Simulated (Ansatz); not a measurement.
A structure drawn as `O=COCCO`, with this starting geometry:

```xyz
12

O    -1.423   -0.879    2.155
C    -1.703   -0.904    0.951
O    -0.933   -0.403   -0.016
C     0.362    0.222    0.410
C     1.050    0.818   -0.721
O     1.367   -0.171   -1.721
H    -2.610   -1.283    0.482
H     0.952   -0.621    0.830
H     0.085    0.949    1.191
H     0.380    1.583   -1.225
H     1.937    1.307   -0.405
H     0.538   -0.619   -1.929
```

Charge 0, multiplicity 1.

Task: Does it keep its bonds when Ansatz relaxes it at PBE-D4/def2-SVP and then PBE0-D4/def2-TZVP?

Result: Yes, every drawn bond is still there and no new one forms.

Task: Give the relaxed structure. (Best estimate.)

Result: Computed: 
Z-matrix (Å, degrees):
```
C
C 1 1.505
O 1 1.437 2 106.8
H 1 1.092 2 111.3 3 118.8
H 1 1.093 2 111.6 3 -119.5
O 2 1.406 1 112.6 3 -63.7
H 2 1.092 1 108.6 3 178.2
H 2 1.099 1 109.5 3 60.9
C 3 1.332 1 115.9 2 -178.7
H 6 0.961 2 107.7 1 59.7
O 9 1.195 3 125.7 1 0.7
H 9 1.100 3 109.3 1 -179.4
```
All modes are real.

Atoms count as bonded under 1.1 times the sum of their covalent radii (H–H under 0.85 Å, pairs among N, O and F under 1.55 Å), and a drawn bond as lost past 1.3 times.
